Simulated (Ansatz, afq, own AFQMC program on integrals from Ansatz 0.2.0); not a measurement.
**AlPH, doublet → AlPH⁺, triplet**

```tsv
atom	x (Å)	y (Å)	z (Å)
Al	0.0000	0.0000	0.1876
P	0.0000	0.0000	-1.9566
H	0.0000	0.0000	1.7690
```

Connectivity, by distances: AlH–P.

E(triplet, charge +1) − E(doublet, charge +0) at this geometry, on ROHF and UHF determinants.

Basis 6-31G. Only valence electrons are correlated. AFQMC by an in-house program on the Cholesky factors that Ansatz 0.2.0 writes for its CCSD(T) run. The CISD trial takes its coefficients from CCSD amplitudes. Released means that phaseless walkers are propagated on without the constraint, phases kept. Error bars are statistical, one sigma. The errors of all members are added in quadrature.

Full CI on the same integrals is exact in this basis and with this determinant's frozen core.

Errors are counted within 6-31G, not against nature.

Cautions: AlPH⁺ (triplet): the released energies have errors that jump between times, so the bars are unsure, so no released level is given (meV from the phaseless value at times in 1/Eh: -1.3 ± 1.2 at 0.24, 4 ± 6 at 0.51, -2.5 ± 0.7 at 0.99, -4.7 ± 0.8 at 1.62, -4.2 ± 0.8 at 2.40), though the last usable value meets full CI within the noise.

```
level  vertical ionization energy (kJ/mol)
 CCSD                                717.0
   HF                                641.3
```

Problem. From these cheaper values, estimate the vertical ionization energy at the reference level in 6-31G.

Solution. 723.9 kJ/mol (full CI in 6-31G).

```csv
level,vertical ionization energy (kJ/mol),error against FCI (kJ/mol)
MP2,714.4,-9.5
CCSD(T),722.6,-1.3
CCSDT,723.6,-0.2
CCSDT(Q),723.7,-0.2
CCSDTQ,723.9,0.0
ph-AFQMC/CISD,723.3 ± 0.5,-0.6 ± 0.5
```

Correlation beyond CCSD(T) adds 1.3 kJ/mol. The perturbative (T) step is worth +5.6 kJ/mol.

CCSDT and higher add their correlation energy to the determinant of the CCSD(T) run, since their own runs factorise the integrals more tightly (a shift of under 2 meV). A walk keeps the symmetry of its determinant, which the program's search chose and which needn't be the lowest solution, so a lower state of the same spin and another symmetry isn't excluded.
